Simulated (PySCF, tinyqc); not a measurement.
Inside a calculation. Method: RHF in the sto-3g basis, for CH2, spin multiplicity 1. The lowest restricted solution is unstable here: a spin-polarised one lies 0.0287 hartree lower (PySCF). One step of it, computed by the program tinyqc.

Task: Iteration 1: building the Fock matrix. J_ij = sum D_kl (ij|kl), K_ij = sum D_kl (ik|jl); F = H + J - 0.5 K; E = tr D H + tr D J / 2 - 0.25 tr D K + E_nn.

D at the start:
```
            1C 1s      1C 2s    1C 2px     1C 2py     1C 2pz      2H 1s      3H 1s
1C 1s    0.026775  -0.141506  0.000000   0.000000   0.154070   0.092970   0.092970
1C 2s   -0.141506   0.846956  0.000000   0.000000  -0.512975  -0.813645  -0.813645
1C 2px   0.000000   0.000000  2.000000   0.000000   0.000000   0.000000   0.000000
1C 2py   0.000000   0.000000  0.000000   0.309532   0.000000  -0.657336   0.657336
1C 2pz   0.154070  -0.512975  0.000000   0.000000   1.802734  -0.445039  -0.445039
2H 1s    0.092970  -0.813645  0.000000  -0.657336  -0.445039   2.767080  -0.024816
3H 1s    0.092970  -0.813645  0.000000   0.657336  -0.445039  -0.024816   2.767080
```

core Hamiltonian H = T + V (hartree):
```
             1C 1s      1C 2s     1C 2px     1C 2py     1C 2pz      2H 1s      3H 1s
1C 1s   -18.575272  -4.480199   0.000000   0.000000  -0.012489  -0.697478  -0.697478
1C 2s    -4.480199  -5.522662   0.000000   0.000000  -0.137567  -1.770545  -1.770545
1C 2px    0.000000   0.000000  -4.416578   0.000000   0.000000   0.000000   0.000000
1C 2py    0.000000   0.000000   0.000000  -4.543530   0.000000  -1.335613   1.335613
1C 2pz   -0.012489  -0.137567   0.000000   0.000000  -4.464904  -0.849413  -0.849413
2H 1s    -0.697478  -1.770545   0.000000  -1.335613  -0.849413  -3.123830  -0.370868
3H 1s    -0.697478  -1.770545   0.000000   1.335613  -0.849413  -0.370868  -3.123830
```

Two-electron integrals (ij|kl) in chemists' order, unique and non-zero (hartree):
```
(11|11) 3.541948    (21|11) 0.576921    (21|21) 0.111888    (22|11) 0.854682
(22|21) 0.205284    (22|22) 0.624709    (31|31) 0.020296    (32|31) 0.030858
(32|32) 0.137996    (33|11) 0.852436    (33|21) 0.205335    (33|22) 0.624568
(33|33) 0.672833    (41|41) 0.020296    (42|41) 0.030858    (42|42) 0.137996
(43|43) 0.036269    (44|11) 0.852436    (44|21) 0.205335    (44|22) 0.624568
(44|33) 0.600295    (44|44) 0.672833    (51|51) 0.020296    (52|51) 0.030858
(52|52) 0.137996    (53|53) 0.036269    (54|54) 0.036269    (55|11) 0.852436
(55|21) 0.205335    (55|22) 0.624568    (55|33) 0.600295    (55|44) 0.600295
(55|55) 0.672833    (61|11) 0.089182    (61|21) 0.017205    (61|22) 0.031557
(61|33) 0.031453    (61|41) 0.000869    (61|42) 0.001635    (61|44) 0.031688
(61|51) 0.000536    (61|52) 0.001009    (61|54) 0.000145    (61|55) 0.031542
(61|61) 0.002702    (62|11) 0.236737    (62|21) 0.057734    (62|22) 0.196277
(62|33) 0.191374    (62|41) 0.004652    (62|42) 0.033593    (62|44) 0.201887
(62|51) 0.002870    (62|52) 0.020726    (62|54) 0.006486    (62|55) 0.195376
(62|61) 0.009271    (62|62) 0.084528    (63|31) 0.005568    (63|32) 0.030276
(63|43) 0.006370    (63|53) 0.003930    (63|63) 0.009740    (64|11) 0.179601
(64|21) 0.044333    (64|22) 0.159812    (64|33) 0.151878    (64|41) 0.008639
(64|42) 0.055332    (64|44) 0.172500    (64|51) 0.001895    (64|52) 0.015459
(64|54) 0.008793    (64|55) 0.154878    (64|61) 0.007412    (64|62) 0.081600
(64|64) 0.087080    (65|11) 0.110811    (65|21) 0.027353    (65|22) 0.098601
(65|33) 0.093706    (65|41) 0.001895    (65|42) 0.015459    (65|44) 0.098569
(65|51) 0.006737    (65|52) 0.039814    (65|54) 0.009371    (65|55) 0.103418
(65|61) 0.004573    (65|62) 0.050346    (65|64) 0.047718    (65|65) 0.039181
(66|11) 0.402774    (66|21) 0.099851    (66|22) 0.387690    (66|33) 0.367856
(66|41) 0.009399    (66|42) 0.093192    (66|44) 0.410565    (66|51) 0.005799
(66|52) 0.057498    (66|54) 0.026351    (66|55) 0.384114    (66|61) 0.016202
(66|62) 0.219104    (66|64) 0.232692    (66|65) 0.143567    (66|66) 0.774606
(71|11) 0.089182    (71|21) 0.017205    (71|22) 0.031557    (71|33) 0.031453
(71|41) -0.000869   (71|42) -0.001635   (71|44) 0.031688    (71|51) 0.000536
(71|52) 0.001009    (71|54) -0.000145   (71|55) 0.031542    (71|61) 0.002622
(71|62) 0.008716    (71|64) 0.006416    (71|65) 0.004311    (71|66) 0.015030
(71|71) 0.002702    (72|11) 0.236737    (72|21) 0.057734    (72|22) 0.196277
(72|33) 0.191374    (72|41) -0.004652   (72|42) -0.033593   (72|44) 0.201887
(72|51) 0.002870    (72|52) 0.020726    (72|54) -0.006486   (72|55) 0.195376
(72|61) 0.008716    (72|62) 0.058215    (72|64) 0.041054    (72|65) 0.033750
(72|66) 0.115362    (72|71) 0.009271    (72|72) 0.084528    (73|31) 0.005568
(73|32) 0.030276    (73|43) -0.006370   (73|53) 0.003930    (73|63) 0.006208
(73|73) 0.009740    (74|11) -0.179601   (74|21) -0.044333   (74|22) -0.159812
(74|33) -0.151878   (74|41) 0.008639    (74|42) 0.055332    (74|44) -0.172500
(74|51) -0.001895   (74|52) -0.015459   (74|54) 0.008793    (74|55) -0.154878
(74|61) -0.006416   (74|62) -0.041054   (74|64) -0.023744   (74|65) -0.023403
(74|66) -0.077418   (74|71) -0.007412   (74|72) -0.081600   (74|74) 0.087080
(75|11) 0.110811    (75|21) 0.027353    (75|22) 0.098601    (75|33) 0.093706
(75|41) -0.001895   (75|42) -0.015459   (75|44) 0.098569    (75|51) 0.006737
(75|52) 0.039814    (75|54) -0.009371   (75|55) 0.103418    (75|61) 0.004311
(75|62) 0.033750    (75|64) 0.023403    (75|65) 0.025375    (75|66) 0.070526
(75|71) 0.004573    (75|72) 0.050346    (75|74) -0.047718   (75|75) 0.039181
(76|11) 0.045515    (76|21) 0.011151    (76|22) 0.039524    (76|33) 0.038428
(76|44) 0.039595    (76|51) 0.000914    (76|52) 0.007152    (76|55) 0.040507
(76|61) 0.001749    (76|62) 0.015171    (76|64) 0.012796    (76|65) 0.009940
(76|66) 0.036795    (76|71) 0.001749    (76|72) 0.015171    (76|74) -0.012796
(76|75) 0.009940    (76|76) 0.003443    (77|11) 0.402774    (77|21) 0.099851
(77|22) 0.387690    (77|33) 0.367856    (77|41) -0.009399   (77|42) -0.093192
(77|44) 0.410565    (77|51) 0.005799    (77|52) 0.057498    (77|54) -0.026351
(77|55) 0.384114    (77|61) 0.015030    (77|62) 0.115362    (77|64) 0.077418
(77|65) 0.070526    (77|66) 0.238657    (77|71) 0.016202    (77|72) 0.219104
(77|74) -0.232692   (77|75) 0.143567    (77|76) 0.036795    (77|77) 0.774606
```

nuclear repulsion = 5.12092846 hartree

Give: Coulomb J; exchange K; Fock matrix F; total energy of this density.

Result:

Coulomb J (hartree):
```
          1C 1s   1C 2s  1C 2px   1C 2py   1C 2pz   2H 1s    3H 1s
1C 1s    4.9808  1.2073  0.0000   0.0000  -0.0195  0.1849   0.1849
1C 2s    1.2073  3.9831  0.0000   0.0000   0.0072  1.3930   1.3930
1C 2px   0.0000  0.0000  3.9639   0.0000   0.0000  0.0000   0.0000
1C 2py   0.0000  0.0000  0.0000   3.9806   0.0000  1.2001  -1.2001
1C 2pz  -0.0195  0.0072  0.0000   0.0000   4.0013  0.7501   0.7501
2H 1s    0.1849  1.3930  0.0000   1.2001   0.7501  3.4742   0.2900
3H 1s    0.1849  1.3930  0.0000  -1.2001   0.7501  0.2900   3.4742
```

exchange K (hartree):
```
          1C 1s    1C 2s  1C 2px   1C 2py   1C 2pz   2H 1s    3H 1s
1C 1s    0.0985   0.1205  0.0000   0.0000  -0.0238  0.0157   0.0157
1C 2s    0.1205   0.7638  0.0000   0.0000  -0.5046  0.2858   0.2858
1C 2px   0.0000   0.0000  1.4643   0.0000   0.0000  0.0000   0.0000
1C 2py   0.0000   0.0000  0.0000   0.2919   0.0000  0.2626  -0.2626
1C 2pz  -0.0238  -0.5046  0.0000   0.0000   1.2852  0.1515   0.1515
2H 1s    0.0157   0.2858  0.0000   0.2626   0.1515  1.4833   0.0661
3H 1s    0.0157   0.2858  0.0000  -0.2626   0.1515  0.0661   1.4833
```

Fock matrix F (hartree):
```
           1C 1s    1C 2s   1C 2px   1C 2py   1C 2pz    2H 1s    3H 1s
1C 1s   -13.6437  -3.3331   0.0000   0.0000  -0.0201  -0.5204  -0.5204
1C 2s    -3.3331  -1.9215   0.0000   0.0000   0.1219  -0.5205  -0.5205
1C 2px    0.0000   0.0000  -1.1848   0.0000   0.0000   0.0000   0.0000
1C 2py    0.0000   0.0000   0.0000  -0.7089   0.0000  -0.2668   0.2668
1C 2pz   -0.0201   0.1219   0.0000   0.0000  -1.1062  -0.1751  -0.1751
2H 1s    -0.5204  -0.5205   0.0000  -0.2668  -0.1751  -0.3913  -0.1139
3H 1s    -0.5204  -0.5205   0.0000   0.2668  -0.1751  -0.1139  -0.3913
```

total energy of this density = -11.984608 hartree
